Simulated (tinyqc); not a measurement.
Inside a calculation. Method: CIS and TDHF on RHF in the sto-3g basis, frozen core, for H2O, spin multiplicity 1. One step of it, computed by the program tinyqc.

Question. CIS matrix, singlets. A(ia,jb) = (e_a - e_i) d_ij d_ab + 2 (ia|jb) - (ij|ab).

orbital energies (hartree): MO1 -20.272167, MO2 -1.220725, MO3 -0.536576, MO4 -0.456738, MO5 -0.393671, MO6 0.482206, MO7 0.587402

Two-electron integrals over orbitals (pq|rs), unique and non-zero (hartree); the lowest 1 orbital is frozen and left out:
```
(22|22) 0.725923    (32|22) 0.005470    (32|32) 0.132166    (33|22) 0.626719
(33|32) 0.000272    (33|33) 0.607171    (42|22) -0.021783   (42|32) 0.003633
(42|33) -0.000318   (42|42) 0.127428    (43|22) 0.013584    (43|32) 0.021247
(43|33) 0.013328    (43|42) -0.019905   (43|43) 0.056729    (44|22) 0.651636
(44|32) -0.021093   (44|33) 0.570898    (44|42) -0.086471   (44|43) 0.009939
(44|44) 0.690848    (52|52) 0.149225    (53|52) -0.009998   (53|53) 0.028398
(54|52) -0.045530   (54|53) 0.005111    (54|54) 0.048405    (55|22) 0.753087
(55|32) -0.013532   (55|33) 0.614458    (55|42) -0.081475   (55|43) 0.020537
(55|44) 0.681983    (55|55) 0.880159    (62|22) -0.119152   (62|32) 0.019963
(62|33) -0.069018   (62|42) -0.032941   (62|43) -0.010237   (62|44) -0.048999
(62|55) -0.126575   (62|62) 0.090584    (63|22) 0.054901    (63|32) 0.018955
(63|33) 0.040161    (63|42) -0.025925   (63|43) 0.032937    (63|44) 0.029540
(63|55) 0.066263    (63|62) -0.030031   (63|63) 0.070670    (64|22) -0.126748
(64|32) -0.022743   (64|33) -0.056614   (64|42) 0.060295    (64|43) -0.025585
(64|44) -0.123676   (64|55) -0.151273   (64|62) 0.047852    (64|63) -0.056005
(64|64) 0.115331    (65|52) -0.045196   (65|53) 0.010042    (65|54) -0.006635
(65|65) 0.032994    (66|22) 0.598924    (66|32) -0.052943   (66|33) 0.552657
(66|42) 0.041538    (66|43) -0.040770   (66|44) 0.565918    (66|55) 0.587940
(66|62) -0.082834   (66|63) -0.018385   (66|64) -0.029901   (66|66) 0.634621
(72|22) -0.060424   (72|32) -0.045732   (72|33) -0.020041   (72|42) -0.000608
(72|43) 0.029824    (72|44) -0.037491   (72|55) -0.063755   (72|62) 0.013032
(72|63) 0.017608    (72|64) 0.027095    (72|66) -0.043429   (72|72) 0.072929
(73|22) -0.144215   (73|32) 0.035052    (73|33) -0.083282   (73|42) 0.075468
(73|43) 0.000600    (73|44) -0.130380   (73|55) -0.186043   (73|62) 0.053060
(73|63) -0.022865   (73|64) 0.084192    (73|66) -0.068117   (73|72) 0.038743
(73|73) 0.156574    (74|22) -0.020146   (74|32) 0.068348    (74|33) -0.009635
(74|42) 0.001479    (74|43) 0.006629    (74|44) -0.033239   (74|55) -0.028761
(74|62) 0.020000    (74|63) 0.031877    (74|64) -0.007725   (74|66) -0.050518
(74|72) -0.007515   (74|73) 0.042035    (74|74) 0.063065    (75|52) -0.022461
(75|53) -0.021030   (75|54) 0.001769    (75|65) 0.004254    (75|75) 0.026042
(76|22) 0.007478    (76|32) 0.059203    (76|33) -0.001038   (76|42) 0.015320
(76|43) 0.040421    (76|44) -0.018501   (76|55) -0.001698   (76|62) -0.014062
(76|63) 0.030314    (76|64) -0.025050   (76|66) -0.042382   (76|72) 0.001816
(76|73) 0.032342    (76|74) 0.033074    (76|76) 0.062020    (77|22) 0.611864
(77|32) 0.062726    (77|33) 0.590660    (77|42) -0.010910   (77|43) 0.044039
(77|44) 0.558403    (77|55) 0.602746    (77|62) -0.058918   (77|63) 0.065037
(77|64) -0.073405   (77|66) 0.508352    (77|72) -0.024024   (77|73) -0.051794
(77|74) 0.032292    (77|76) 0.047293    (77|77) 0.643406
```

Give: CIS matrix A, singlet.

Answer.

CIS matrix A, singlet (hartree):
```
         2>6      2>7      3>6      3>7      4>6      4>7     5>6     5>7
2>6   1.2852   0.0186  -0.0071   0.0469   0.0542   0.0247  0.0000  0.0000
2>7   0.0186   1.3421  -0.0240   0.0148   0.0389  -0.0041  0.0000  0.0000
3>6  -0.0071  -0.0240   0.6075  -0.0447  -0.0712   0.0233  0.0000  0.0000
3>7   0.0469   0.0148  -0.0447   0.8465   0.1280   0.0400  0.0000  0.0000
4>6   0.0542   0.0389  -0.0712   0.1280   0.6037   0.0031  0.0000  0.0000
4>7   0.0247  -0.0041   0.0233   0.0400   0.0031   0.6119  0.0000  0.0000
5>6   0.0000   0.0000   0.0000   0.0000   0.0000   0.0000  0.3539  0.0102
5>7   0.0000   0.0000   0.0000   0.0000   0.0000   0.0000  0.0102  0.4304
```
